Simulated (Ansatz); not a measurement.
Born–Oppenheimer molecular dynamics of H₄OSi (6 atoms, charge 0, multiplicity 1). It starts at the highest image of a converged band. Of that band: Neighbouring images differ by up to 1.3 eV, so the band resolves the path poorly. A vibrational analysis at the climbing image gives one clearly imaginary mode, 1096i cm⁻¹: a first-order saddle point.

All numbers below come from RKS PBE/def2-SVPD in Ansatz.

| Property | Result |
| --- | --- |
| ensemble | NVE (velocity Verlet) |
| time step | 0.5 fs |
| steps asked | 200 |
| starting velocities drawn for | 300 K |
| seed | 3939 |

First frame:

```xyz
6
Properties=species:S:1:pos:R:3
Si -0.348 0.049 0.449
H 0.916 -0.021 1.318
H 1.321 0.169 0.168
H -0.196 1.184 -0.523
O -0.618 -1.391 -0.435
H -1.218 -2.006 0.017
```

(1) How far do the bonds stretch over the last three quarters of this one trajectory? (Pairs bonded in most of those frames.)

## Answers

(1) 
```tsv
bond	mean (Å)	spread (Å)	shortest	longest
Si1–H4	1.555	0.014	1.53	1.58
Si1–O5	1.726	0.072	1.62	1.82
H2–H3	0.773	0.027	0.73	0.82
O5–H6	0.976	0.007	0.96	0.99
```

Mean temperature of the second half: 941 K. The conserved energy stayed within 0.12 meV per atom of its start (net change -0.0038 meV per atom), so the integration is sound. The kinetic energy rose, since the run started high on the potential surface and went downhill. It ends in pieces (H2 + H2OSi), so much of that is their flight and rotation, not heat. A run of 0.1 ps of so small a system gives no equilibrium averages. The orbitals stay closed-shell, which can raise the energy where a bond breaks towards radicals; this wasn't checked here.

Time of the run: 4.8 min on 1 thread of Arm Neoverse V1, on a shared host, peak memory 0.12 GiB.
